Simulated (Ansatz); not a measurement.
# C2H4F (1-fluoroethyl): RORPBE-D3(BJ)/ANO-R1 (sfX2C)

What is the energy difference between two shapes of C2H4F (1-fluoroethyl) at RORPBE-D3(BJ)/ANO-R1 (sfX2C)? 

Program for the calculation: Ansatz 0.2.0.

5 further runs of the same task are left out: 1 for a known fault of the program, 1 that didn't finish, 3 set aside as unsound or not needed.

### 1 The system as given

C2H4F: 7 atoms, total charge 0, spin state doublet. SMILES: `C[CH]F`. The shape comes from a force field and isn't a relaxed structure.

Bond lengths: C1–C2 1.407 Å, C2–F3 1.323 Å, C1–H4 1.059 Å, C1–H5 1.131 Å, C1–H6 1.117 Å, C2–H7 1.094 Å. Angles: C1–C2–F3 121.2°, C1–C2–H7 127.5°, F3–C2–H7 111.3°, C2–C1–H4 111.7°, C2–C1–H5 112.7°, C2–C1–H6 114.4°, H4–C1–H5 103.6°, H4–C1–H6 108.9°, H5–C1–H6 104.7°.

### 2 The energy at RORPBE-D3(BJ)/ANO-R1 (sfX2C)

run.yaml reads:

```yaml
crystal:
  periodic: [false, false, false]
  atoms:
    - {symbol: C, position_ang: [-0.507700, 0.301500, -0.115800]}
    - {symbol: C, position_ang: [0.673500, -0.441400, 0.064600]}
    - {symbol: F, position_ang: [1.071700, -0.814600, 1.270100]}
    - {symbol: H, position_ang: [-1.188400, -0.194600, -0.757300]}
    - {symbol: H, position_ang: [-0.325500, 1.290500, -0.633500]}
    - {symbol: H, position_ang: [-1.033400, 0.570800, 0.832500]}
    - {symbol: H, position_ang: [1.371200, -0.780200, -0.706400]}
basis:
  gaussian:
    orbitals: ANO-R1.json
scf:
  omitted_lower_state_checks: [atomic_configurations, starts]
total_charge: 0
magnetization:
  spin_polarized: false
  initial_magnetization: 1
hamiltonian:
  xc: {name: RPBE}
  dispersion: d3bj
output:
  orbitals: {seedname: orbitals}
```

The basis set ANO-R1 is read from a file made from the Basis Set Exchange's data (not shown).

Started as:

```console
ansatz run run.yaml --threads 1 --pin off --max-ram 2610MiB --events-out events.jsonl --progress --plain --runs-dir runs
```

Standard output:

```text
Warning: RAYON_NUM_THREADS=1 ignored (pool sized by the plan → 1); use --threads N
Functional definition: RPBE
  name "RPBE"
  parameter kappa = 0.804
  parameter beta = 0.06672455060314922
  exchange = rpbe_x(kappa = kappa, mu = beta*pi^2/3)
  correlation = pbe_c(beta = beta)
these checks for a lower state are left out or cut short: starts
775 factors; their error is unknown
mean field evaluation 1: about -4851.7497 eV, gradient 5.2e1 eV
mean field evaluation 2: about -4843.7284 eV, gradient 7.3e1 eV
mean field evaluation 4: about -4858.6777 eV, gradient 6.4e0 eV
mean field evaluation 8: about -4858.6956 eV, gradient 5.0e-2 eV
mean field evaluation 16: about -4851.7036 eV, gradient 5.2e1 eV
mean field -4858.69557284 eV, -178.5537689596 hartree, gradient 3.2e-5 eV, S^2 0.750000; 0 other end points of the search recorded, 0 dependent functions left out
reference -4858.69564904 eV, -178.5537717599 hartree; 13, 12 occupied and 49, 50 virtual orbitals, 775 factors
Total energy: -4859.12635895 eV, -178.5696000572 hartree
Relativity: scalar
Checks for a lower state left out: starts
```

It took 6.9 s on 1 thread of Intel Xeon Platinum 8259CL at 2.50GHz (Skylake/Cascade Lake), shared host.

### 3 The distorted shape

run.yaml reads:

```yaml
crystal:
  periodic: [false, false, false]
  atoms:
    - {symbol: C, position_ang: [-0.453166, 0.317571, -0.119233]}
    - {symbol: C, position_ang: [0.620972, -0.499923, 0.026099]}
    - {symbol: F, position_ang: [1.083125, -0.779968, 1.243241]}
    - {symbol: H, position_ang: [-1.197634, -0.233823, -0.833987]}
    - {symbol: H, position_ang: [-0.275477, 1.156479, -0.678252]}
    - {symbol: H, position_ang: [-0.996153, 0.548642, 0.815896]}
    - {symbol: H, position_ang: [1.317784, -0.783019, -0.631733]}
basis:
  gaussian:
    orbitals: ANO-R1.json
scf:
  omitted_lower_state_checks: [atomic_configurations, starts]
total_charge: 0
magnetization:
  spin_polarized: false
  initial_magnetization: 1
hamiltonian:
  xc: {name: RPBE}
  dispersion: d3bj
output:
  orbitals: {seedname: orbitals}
```

The basis set ANO-R1 is read from a file made from the Basis Set Exchange's data (not shown).

Started as:

```console
ansatz run run.yaml --threads 1 --pin off --max-ram 2610MiB --events-out events.jsonl --progress --plain --runs-dir runs
```

Standard output (excerpt; [...] marks lines left out):

```text
Warning: RAYON_NUM_THREADS=1 ignored (pool sized by the plan → 1); use --threads N
[... 6 set-up lines as earlier in the session ...]
these checks for a lower state are left out or cut short: starts
775 factors; their error is unknown
mean field evaluation 1: about -4850.4466 eV, gradient 5.5e1 eV
mean field evaluation 2: about -4841.5719 eV, gradient 7.7e1 eV
mean field evaluation 4: about -4858.0833 eV, gradient 6.9e0 eV
mean field evaluation 8: about -4858.1630 eV, gradient 4.4e-2 eV
mean field evaluation 16: about -4858.1124 eV, gradient 2.8e-5 eV
mean field -4858.11236608 eV, -178.5323365067 hartree, gradient 2.8e-5 eV, S^2 0.750000; 0 other end points of the search recorded, 0 dependent functions left out
reference -4858.11244237 eV, -178.5323393101 hartree; 13, 12 occupied and 49, 50 virtual orbitals, 775 factors
Total energy: -4858.55312010 eV, -178.5485339183 hartree
Relativity: scalar
Checks for a lower state left out: starts
```

Wall time 2.8 s (1 thread of Intel Xeon Platinum 8259CL at 2.50GHz (Skylake/Cascade Lake), shared host).

### 4 Summary of results

At RORPBE-D3(BJ)/ANO-R1 (sfX2C):

```
                              quantity          value
             first shape: total energy  -178.56960 Eh
        first shape: dispersion energy  -41.56 kJ/mol
                     first shape: ⟨S²⟩          0.750
         distorted shape: total energy  -178.54853 Eh
    distorted shape: dispersion energy  -42.52 kJ/mol
                 distorted shape: ⟨S²⟩          0.750
energy change with the atoms displaced       0.573 eV
```

In words: With the atoms displaced the energy rises by 0.57 eV (55.3 kJ/mol). The first shape isn't relaxed at this level, so the change isn't measured from a minimum.
